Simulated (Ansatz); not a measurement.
Steps of a relaxation of C₂H₄FO, SMILES `[CH2]OCF` radical with UKS PBE0-D4/def2-TZVP.

```sh
$ ansatz run in.yaml --threads 4 --pin off --events-out ev --progress --plain --max-ram 10444MiB
```

```yaml
crystal:
  periodic: [false, false, false]
  atoms:
    - {symbol: C, position_ang: [-0.170026, 1.303001, -0.142560]}
    - {symbol: O, position_ang: [-0.740324, 0.121156, 0.240944]}
    - {symbol: C, position_ang: [0.110883, -0.981833, 0.264123]}
    - {symbol: F, position_ang: [0.531515, -1.318567, -1.006388]}
    - {symbol: H, position_ang: [0.692759, 1.265441, -0.827262]}
    - {symbol: H, position_ang: [-0.875379, 2.144624, -0.146660]}
    - {symbol: H, position_ang: [-0.477949, -1.822390, 0.686794]}
    - {symbol: H, position_ang: [1.020723, -0.768633, 0.875308]}
basis:
  gaussian: {orbitals: def2-TZVP}
magnetization: {spin_polarized: true, initial_magnetization: 1}
hamiltonian: {xc: pbe0, dispersion: d4}
relax: {f_tol: 0.005, max_steps: 150}
```

Positions (Å) and forces (eV/Å) along the path, 7 of 7 steps:

```xyz
8
step=1 energy=-6896.5735 eV
C    -0.170    1.303   -0.143   -0.012    0.059   -0.263
O    -0.740    0.121    0.241    0.431   -0.079   -0.212
C     0.111   -0.982    0.264    0.014    0.031    0.446
F     0.532   -1.319   -1.006   -0.183    0.122    0.394
H     0.693    1.265   -0.827   -0.493    0.027    0.395
H    -0.875    2.145   -0.147    0.395   -0.500    0.004
H    -0.478   -1.822    0.687    0.343    0.451   -0.332
H     1.021   -0.769    0.875   -0.494   -0.113   -0.434
8
step=2 energy=-6896.6062 eV
C    -0.168    1.295   -0.139   -0.055   -0.029   -0.077
O    -0.742    0.118    0.235    0.208   -0.037   -0.066
C     0.109   -0.975    0.267   -0.054    0.068    0.135
F     0.518   -1.314   -1.000   -0.044    0.019    0.088
H     0.693    1.259   -0.804   -0.125    0.009    0.120
H    -0.866    2.124   -0.154    0.115   -0.122    0.009
H    -0.467   -1.809    0.683    0.115    0.127   -0.084
H     1.014   -0.756    0.856   -0.160   -0.036   -0.125
8
step=3 energy=-6896.6102 eV
C    -0.171    1.290   -0.141   -0.019   -0.010   -0.001
O    -0.744    0.115    0.227    0.040   -0.006   -0.015
C     0.107   -0.971    0.266   -0.044    0.040    0.008
F     0.508   -1.320   -1.000    0.003   -0.016   -0.021
H     0.702    1.259   -0.782   -0.002    0.000    0.015
H    -0.863    2.118   -0.156    0.004    0.004    0.000
H    -0.458   -1.802    0.689    0.001   -0.015    0.008
H     1.011   -0.745    0.842    0.018    0.002    0.006
8
step=4 energy=-6896.6105 eV
C    -0.174    1.289   -0.141   -0.006    0.004    0.006
O    -0.745    0.114    0.224    0.008   -0.007   -0.007
C     0.107   -0.971    0.264   -0.017    0.014    0.008
F     0.502   -1.327   -1.002    0.002   -0.011   -0.017
H     0.709    1.262   -0.768    0.006    0.000    0.002
H    -0.865    2.117   -0.160   -0.004    0.006   -0.002
H    -0.455   -1.801    0.694    0.000   -0.008    0.007
H     1.013   -0.742    0.834    0.012    0.001    0.004
8
step=5 energy=-6896.6108 eV
C    -0.177    1.291   -0.138    0.016    0.003   -0.001
O    -0.747    0.112    0.217   -0.010    0.003   -0.001
C     0.105   -0.971    0.261    0.012   -0.010   -0.006
F     0.488   -1.340   -1.006   -0.004    0.002    0.007
H     0.724    1.269   -0.740   -0.011    0.000    0.006
H    -0.872    2.115   -0.173   -0.002   -0.001   -0.003
H    -0.449   -1.798    0.705   -0.001    0.002    0.000
H     1.019   -0.736    0.819   -0.001    0.001   -0.002
8
step=6 energy=-6896.6108 eV
C    -0.177    1.291   -0.136   -0.001    0.003    0.002
O    -0.747    0.112    0.216   -0.005   -0.002    0.002
C     0.105   -0.971    0.260    0.007   -0.008   -0.004
F     0.484   -1.343   -1.008   -0.002    0.003    0.006
H     0.728    1.271   -0.731    0.004    0.001   -0.003
H    -0.874    2.114   -0.178    0.000    0.000   -0.001
H    -0.448   -1.797    0.707    0.001    0.003    0.000
H     1.021   -0.734    0.814   -0.003    0.000   -0.001
8
step=7 energy=-6896.6108 eV
C    -0.177    1.292   -0.135    0.000   -0.002    0.000
O    -0.747    0.111    0.217    0.000    0.003    0.000
C     0.106   -0.971    0.259    0.001    0.000   -0.003
F     0.483   -1.343   -1.008    0.000    0.000    0.001
H     0.729    1.271   -0.730   -0.002    0.000    0.001
H    -0.875    2.113   -0.180    0.000    0.000    0.000
H    -0.447   -1.797    0.708    0.000   -0.001    0.001
H     1.021   -0.734    0.813    0.000    0.000    0.001
```

Hardware: 4 threads of an Arm Neoverse V2 on a shared host. Wall time 15 s, peak host memory 0.32 GiB.
